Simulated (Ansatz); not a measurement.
Harmonic frequencies (cm⁻¹) at PBE0-D4/def2-TZVP from Ansatz: 136, 264, 358, 608, 721, 915, 965, 1053, 1054, 1071, 1079, 1113, 1227, 1361, 1421, 1460, 1466, 1500, 1728, 3065, 3087, 3132, 3156, 3175.

**Question.** Which molecule is it?
A. `C=CC(N)=O`
B. `NC1=COC1`
C. `N#CCCO`
D. `CC1=NCO1`

**Answer.** D.
